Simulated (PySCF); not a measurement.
**Dipole moment and polarisability across levels of theory**

Species: boranamine, BH4N.
SMILES: `BN`

PySCF, dipoles from the SCF density, polarisabilities from static response with core orbitals frozen. Isolated species at its PBE0-D3(BJ)/def2-SVP geometry, gas phase.

Compare the levels for these properties.

```json
{"level": "LDA/def2-SVPD", "μ (D)": "2.090", "error (%)": "+13.3", "α (Å³)": "4.12", "anisotropy (Å³)": "1.42"}
{"level": "PBE/def2-SVPD", "μ (D)": "2.060", "error (%)": "+11.7", "α (Å³)": "4.05", "anisotropy (Å³)": "1.43"}
{"level": "B3LYP/def2-SVPD", "μ (D)": "1.954", "error (%)": "+6.0", "α (Å³)": "3.93", "anisotropy (Å³)": "1.35"}
{"level": "PBE0/def2-SVPD", "μ (D)": "1.969", "error (%)": "+6.8", "α (Å³)": "3.89", "anisotropy (Å³)": "1.33"}
{"level": "BHandHLYP/def2-SVPD", "μ (D)": "1.854", "error (%)": "+0.5", "α (Å³)": "3.77", "anisotropy (Å³)": "1.26"}
{"level": "CAM-B3LYP/def2-SVPD", "μ (D)": "1.930", "error (%)": "+4.7", "α (Å³)": "3.89", "anisotropy (Å³)": "1.30"}
{"level": "wB97X-D/def2-SVPD", "μ (D)": "1.921", "error (%)": "+4.2", "α (Å³)": "3.89", "anisotropy (Å³)": "1.27"}
{"level": "LC-wPBE/def2-SVPD", "μ (D)": "1.938", "error (%)": "+5.1", "α (Å³)": "3.79", "anisotropy (Å³)": "1.26"}
{"level": "HF/def2-SVPD", "μ (D)": "1.738", "error (%)": "-5.8", "α (Å³)": "3.60", "anisotropy (Å³)": "1.12"}
{"level": "PBE0/6-31G*", "μ (D)": "2.168", "error (%)": "+17.6", "α (Å³)": "2.89", "anisotropy (Å³)": "2.00"}
```

Reference dipole: 1.844 D (measured, gas; NIST CCCBDB Release 22 (SRD 101), experimental dipoles). The anisotropy is √(½[(α1 − α2)² + (α2 − α3)² + (α3 − α1)²]). For the dipole, the smallest error is 0.5% (BHandHLYP/def2-SVPD) and the largest 17.6% (PBE0/6-31G*). The dipole runs from 1.74 D (HF/def2-SVPD) to 2.17 D (PBE0/6-31G*). In one basis (def2-SVPD) the functionals order the polarisability from HF (lowest) to LDA (highest), a spread of 14%. With PBE0 the polarisability is 2.89 Å³ without diffuse functions (6-31G*) and 3.89 Å³ with them (def2-SVPD). Measured values can belong to vibrating molecules and may average over conformers; the computed ones are for one fixed geometry.
